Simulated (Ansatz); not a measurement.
# O2 (triplet): from Hartree-Fock to the top rungs, cc-pVTZ

The task here is to estimate one member of a computed series from the others.

Program: Ansatz 0.2.0, Gaussian basis. Level of theory: cc-pVTZ, core rule «outside noble gas», up to 2 orbitals frozen. These are calculated values, not measurements.

To be run: UHF; CCSD(T) on ROHF; CCSD(T) on UHF; BCCD(T) on ROHF; CISD; CCSDT(Q) on ROHF; CCSDT(Q) on UHF; CASSCF and MRCISD+Q, 12 electrons in 8 orbitals; CASSCF and NEVPT2, 12 electrons in 8 orbitals.

9 further runs of the same task are left out: 9 set aside as unsound or not needed.

## What is computed

The geometry is an MP2(full)/6-31G* stationary point (not a proven minimum).

2 atoms, charge 0, spin multiplicity 3.

Atoms are counted from 1 here; the program's logs count them from 0.

Bond lengths: O1–O2 1.246 Å.

Set-up of the first run:

File in.yaml:

```yaml
crystal:
  periodic: [false, false, false]
  atoms:
    - {symbol: O, position_ang: [0.000000, 0.000000, 0.000000]}
    - {symbol: O, position_ang: [0.000000, 0.000000, 1.245956]}
basis:
  gaussian: {orbitals: cc-pVTZ}
magnetization: {spin_polarized: true, initial_magnetization: 2}
hamiltonian: {xc: hf}
output: {orbitals: {seedname: orbitals}}
```

On the command line:

```sh
> ansatz run in.yaml --threads 1 --pin off --events-out ev --progress --plain --max-ram 4160MiB --backend cpu
```

Steps of the session up to this table: UHF; CCSD(T) on ROHF; CCSD(T) on UHF; BCCD(T) on ROHF; CISD; CCSDT(Q) on ROHF; CCSDT(Q) on UHF; CASSCF and MRCISD+Q, 12 electrons in 8 orbitals; CASSCF and NEVPT2, 12 electrons in 8 orbitals.

One of the session's tables, all rows but one given; the rest of the session is left out.

It belongs to the step «Misses and costs». 

| method | from RCCSDT(Q) (meV) |
| --- | --- |
| ROHF | +13160.9 |
| UHF | +12604.4 |
| RMP2 | +21.6 |
| UMP2 | ? |
| CISD | +1671.6 |
| RCCSD | +620.6 |
| UCCSD | +576.1 |
| RCCSD(T) | +58.1 |
| UCCSD(T) | +56.9 |
| BCCD(T) | +57.5 |
| RCCSDT | +68.4 |
| UCCSDT | +59.5 |
| RCCSDT(Q) | 0 |
| UCCSDT(Q) | -0.7 |
| CASSCF valence | +10158.5 |
| NEVPT2 valence | +1473.0 |
| MRCISD valence | +818.9 |
| MRCISD+Q valence | +158.6 |

Q: Estimate the row for UMP2 from the others.

As computed: from RCCSDT(Q) (meV): +546.2. In the column «from RCCSDT(Q) (meV)» it lies between MRCISD+Q valence (+158.6) and UCCSD (+576.1).

Limits of these values: Warnings: coupled cluster took another determinant than the lowest. Restricted and unrestricted rows rest on different reference determinants; where their highest levels disagree by more than a few hundredths of an eV, they describe different states and don't form one ladder.
